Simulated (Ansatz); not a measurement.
# CH2SSi (SMILES [SiH]#CS): single points off equilibrium

How do the functionals fare away from a minimum? The structure is a structure displaced at random from a GFN2-xTB minimum.

The runs use Ansatz 0.2.0, Gaussian basis; single points in def2-TZVPP.

Correlated methods freeze the cores. B3LYP uses VWN-RPA correlation.

**1. The starting structure**

SMILES `[SiH]#CS`, 5 atoms, charge 0, spin multiplicity 1.

Atoms are counted from 1 here; the program's logs count them from 0.

Bond lengths: Si1–C2 1.697 Å, Si1–H4 1.434 Å, C2–S3 1.810 Å, S3–H5 1.306 Å. Angles: C2–Si1–H4 174.4°, Si1–C2–S3 120.1°, C2–S3–H5 93.6°.

Geometry (Å):

```
Si   -1.30760   -0.00690   -0.53550
C     0.06540    0.53260    0.30240
S     1.54040   -0.51250    0.39830
H    -2.51800   -0.33210   -1.23190
H     2.20130    0.34660    1.12670
```

**2. CCSD(T)/def2-TZVPP**

Contents of run/in.yaml:

```yaml
crystal:
  periodic: [false, false, false]
  atoms:
    - {symbol: Si, position_ang: [-1.307600, -0.006900, -0.535500]}
    - {symbol: C, position_ang: [0.065400, 0.532600, 0.302400]}
    - {symbol: S, position_ang: [1.540400, -0.512500, 0.398300]}
    - {symbol: H, position_ang: [-2.518000, -0.332100, -1.231900]}
    - {symbol: H, position_ang: [2.201300, 0.346600, 1.126700]}
basis:
  gaussian: {orbitals: def2-TZVPP}
correlation: {method: ccsd_t}
output: {forces: true}
```

The command line of these runs was not kept.

The log of the run, cut to the lines that bear on the results:

```text
Functional definition: HF
  name "HF"
  cite "Fock, Z. Phys. 61, 126 (1930) doi:10.1007/BF01340294"
  parent pbe
[...]
838 factors; integrals over basis functions are off by at most 6.2e-4 eV
[...]
mean field -19737.06036198 eV, -725.3235900428 hartree, gradient 2.6e-6 eV, S^2 0.000000; 0 other end points of the search recorded, 0 dependent functions left out; unrestricted orbitals would lower it
11 core orbitals not correlated: weight in the atoms' cores, before any rotation towards them, 1.000 or more for the frozen orbitals, at most 0.000 for the correlated occupied ones
reference -19737.06036198 eV, -725.3235900428 hartree; 8, 8 occupied and 124, 124 virtual orbitals, 838 factors
second order -12.56555496 eV of doubles, -0.00000000 eV of singles
cycle   1  -12.57772487 eV  change   -1.2e-2 eV  update   1.5e-1
[...]
cycle  17  -13.31754246 eV  change    1.5e-7 eV  update   1.1e-6
perturbative correction -0.90215370 eV, -0.0331535370 hartree
[...]
Total energy: -19751.28005814 eV, -725.8461542384 hartree
Atom 0 at    -1.307600    -0.006900    -0.535500 Å, force     1.600178    -0.233935     0.649102 eV/Å
Atom 1 at     0.065400     0.532600     0.302400 Å, force    -0.084908    -1.421058    -0.797536 eV/Å
Atom 2 at     1.540400    -0.512500     0.398300 Å, force    -1.242728     0.667383    -0.193478 eV/Å
Atom 3 at    -2.518000    -0.332100    -1.231900 Å, force    -0.986836     0.478690    -0.230805 eV/Å
Atom 4 at     2.201300     0.346600     1.126700 Å, force     0.714294     0.508921     0.572717 eV/Å
Dipole moment:    -0.369722    -0.064553    -0.191035 e Å
```

It took 26 s on 4 threads, shared host; peak memory 1.4 GiB.

**3. PBE0-D4/def2-TZVPP**

run/in.yaml: that of step 2 with these lines changed.

```diff
@@ -10,3 +10,3 @@
   gaussian: {orbitals: def2-TZVPP}
-correlation: {method: ccsd_t}
-output: {forces: true}
+hamiltonian: {xc: pbe0, dispersion: d4}
+output: {forces: true, orbitals: {seedname: orbitals}}
```

The log of the run, cut to the lines that bear on the results:

```text
Functional definition: PBE0
  name "PBE0"
  cite "Adamo & Barone, J. Chem. Phys. 110, 6158 (1999) doi:10.1063/1.478522"
  cite "Perdew, Burke & Ernzerhof, Phys. Rev. Lett. 77, 3865 (1996) doi:10.1103/PhysRevLett.77.3865"
[... 1 set-up line as earlier in the session ...]
[...]
904 factors; their error is unknown
[...]
mean field -19769.98709592 eV, -726.5336251967 hartree, gradient 2.7e-5 eV, S^2 0.000000; 0 other end points of the search recorded, 0 dependent functions left out
[...]
reference -19769.98712171 eV, -726.5336261444 hartree; 19, 19 occupied and 124, 124 virtual orbitals, 904 factors
Total energy: -19770.08430259 eV, -726.5371974758 hartree
Atom 0 at    -1.307600    -0.006900    -0.535500 Å, force     2.142209     0.141576     1.064048 eV/Å
Atom 1 at     0.065400     0.532600     0.302400 Å, force    -0.135968    -1.999782    -1.103129 eV/Å
Atom 2 at     1.540400    -0.512500     0.398300 Å, force    -1.833024     0.906756    -0.325597 eV/Å
Atom 3 at    -2.518000    -0.332100    -1.231900 Å, force    -0.964071     0.366321    -0.280255 eV/Å
Atom 4 at     2.201300     0.346600     1.126700 Å, force     0.790854     0.585129     0.644933 eV/Å
Dipole moment:    -0.403306    -0.111608    -0.229468 e Å
```

It took 1.1 s on 4 threads, shared host; peak memory 0.26 GiB.

**4. wB97M-V/def2-TZVPP**

run/in.yaml: that of step 3 with these lines changed.

```diff
@@ -10,3 +10,3 @@
   gaussian: {orbitals: def2-TZVPP}
-hamiltonian: {xc: pbe0, dispersion: d4}
-output: {forces: true, orbitals: {seedname: orbitals}}
+hamiltonian: {xc: {name: wB97M-V}}
+output: {forces: true}
```

The log in run was not kept; the run's report gives a total energy of -19776.763761 eV.

Wall time 3.5 s (4 threads, shared host); peak memory 0.31 GiB.

**5. r2SCAN-D4/def2-TZVPP**

run/in.yaml: that of step 4 with these lines changed.

```diff
@@ -10,3 +10,3 @@
   gaussian: {orbitals: def2-TZVPP}
-hamiltonian: {xc: {name: wB97M-V}}
+hamiltonian: {xc: r2scan, dispersion: d4}
 output: {forces: true}
```

The log in run was not kept; the run's report gives a total energy of -19776.458054 eV.

It took 1.8 s on 4 threads, shared host; peak memory 0.17 GiB.

**6. PBE-D4/def2-TZVPP**

run/in.yaml: that of step 5 with these lines changed.

```diff
@@ -10,3 +10,3 @@
   gaussian: {orbitals: def2-TZVPP}
-hamiltonian: {xc: r2scan, dispersion: d4}
+hamiltonian: {xc: pbe, dispersion: d4}
 output: {forces: true}
```

The log in run was not kept; the run's report gives a total energy of -19768.829288 eV.

It took 0.8 s on 4 threads, shared host; peak memory 0.15 GiB.

**7. revPBE-D4/def2-TZVPP**

run/in.yaml: that of step 6 with these lines changed.

```diff
@@ -10,3 +10,3 @@
   gaussian: {orbitals: def2-TZVPP}
-hamiltonian: {xc: pbe, dispersion: d4}
+hamiltonian: {xc: {name: revPBE}, dispersion: d4}
 output: {forces: true}
```

The log in run was not kept; the run's report gives a total energy of -19775.329608 eV.

It took 0.85 s on 4 threads, shared host; peak memory 0.15 GiB.

**8. B3LYP-D4/def2-TZVPP**

run/in.yaml: that of step 7 with these lines changed.

```diff
@@ -10,3 +10,3 @@
   gaussian: {orbitals: def2-TZVPP}
-hamiltonian: {xc: {name: revPBE}, dispersion: d4}
+hamiltonian: {xc: {name: B3LYP}, dispersion: d4}
 output: {forces: true}
```

The log of the run, cut to the lines that bear on the results:

```text
Functional definition: B3LYP
  name "B3LYP"
  cite "Stephens, Devlin, Chabalowski & Frisch, J. Phys. Chem. 98, 11623 (1994) doi:10.1021/j100096a001"
  cite "Becke, Phys. Rev. A 38, 3098 (1988) doi:10.1103/PhysRevA.38.3098"
  cite "Lee, Yang & Parr, Phys. Rev. B 37, 785 (1988) doi:10.1103/PhysRevB.37.785"
  cite "Vosko, Wilk & Nusair, Can. J. Phys. 58, 1200 (1980) doi:10.1139/p80-159"
[...]
885 factors; their error is unknown
[...]
mean field -19779.57508902 eV, -726.8859774439 hartree, gradient 2.2e-5 eV, S^2 0.000000; 0 other end points of the search recorded, 0 dependent functions left out
[...]
reference -19779.57531404 eV, -726.8859857132 hartree; 19, 19 occupied and 124, 124 virtual orbitals, 885 factors
Total energy: -19779.76666246 eV, -726.8930176382 hartree
Atom 0 at    -1.307600    -0.006900    -0.535500 Å, force     1.932169     0.069776     0.947863 eV/Å
Atom 1 at     0.065400     0.532600     0.302400 Å, force    -0.320006    -1.803354    -1.087466 eV/Å
Atom 2 at     1.540400    -0.512500     0.398300 Å, force    -1.534002     0.761771    -0.272801 eV/Å
Atom 3 at    -2.518000    -0.332100    -1.231900 Å, force    -0.878754     0.409333    -0.225684 eV/Å
Atom 4 at     2.201300     0.346600     1.126700 Å, force     0.800594     0.562475     0.638088 eV/Å
Dipole moment:    -0.389090    -0.115213    -0.225666 e Å
```

Wall time 1.1 s (4 threads, shared host); peak memory 0.24 GiB.

**9. Side by side**

```csv
method,RMS force component (eV/Å),RMS error against CCSD(T) (eV/Å),angle to CCSD(T) forces (°),dipole (D)
CCSD(T),0.820,reference,reference,2.02
PBE0-D4,1.089,0.316,10.0,2.29
wB97M-V,1.102,0.390,16.3,2.59
r2SCAN-D4,1.003,0.217,7.4,2.07
PBE-D4,0.975,0.225,10.4,1.90
revPBE-D4,0.929,0.211,11.9,1.89
B3LYP-D4,0.984,0.217,9.1,2.23
```

Energy less the free neutral atoms in their ground states at the same level (atoms from separate runs):

Differences are taken before rounding.

| method | rung | energy less atoms (eV) | from CCSD(T) (eV) |
| --- | --- | --- | --- |
| PBE-D4 | GGA | -14.548 | -1.185 |
| revPBE-D4 | GGA | -14.126 | -0.763 |
| r2SCAN-D4 | meta-GGA | -13.978 | -0.615 |
| PBE0-D4 | hybrid | -13.783 | -0.421 |
| B3LYP-D4 | hybrid | -13.735 | -0.372 |
| wB97M-V | range-separated hybrid | -13.737 | -0.375 |
| Hartree-Fock | wavefunction | -7.583 | +5.780 |
| MP2 | wavefunction | -13.653 | -0.291 |
| CCSD | wavefunction | -12.712 | +0.650 |
| CCSD(T) | wavefunction | -13.363 | 0 |

What each level took, beside its miss in the forces (shared host):

| method | time | RMS force error (eV/Å) |
| --- | --- | --- |
| CCSD(T) | 26 s | 0 |
| PBE0-D4 | 1.1 s | 0.316 |
| wB97M-V | 3.5 s | 0.390 |
| r2SCAN-D4 | 1.8 s | 0.217 |
| PBE-D4 | 0.8 s | 0.225 |
| revPBE-D4 | 0.85 s | 0.211 |
| B3LYP-D4 | 1.1 s | 0.217 |

**10. What came out**

```
                                  quantity                                                                                              value
energy less free atoms, CCSD(T)/def2-TZVPP                                                                                         -13.363 eV
                       RMS force component                                                               0.820 to 1.102 eV/Å over the methods
                           RMS force error  PBE0-D4 0.316, wB97M-V 0.390, r2SCAN-D4 0.217, PBE-D4 0.225, revPBE-D4 0.211, B3LYP-D4 0.217 eV/Å
                    HOMO and LUMO, PBE0-D4                                                                                 -5.78 and -2.58 eV
                             T1 diagnostic                                                                                              0.038
```

Against CCSD(T) the functionals' energies less atoms differ by -1.185 to -0.372 eV, PBE-D4 by -1.185 eV. The reference is not at the basis limit: in triple zeta CCSD(T) underbinds, which counts against methods that bind more; the gaps are no ranking. For forces revPBE-D4 does best and wB97M-V worst. Frozen-core CCSD(T) forces in triple zeta carry basis errors of their own, and this is one geometry, so small gaps rank nothing. The T1 diagnostic is large here, over the usual mark for main-group molecules (transition-metal compounds often pass it harmlessly), so CCSD(T) itself may be off. The restricted Hartree–Fock reference is unstable towards an unrestricted one at one or more of these structures.
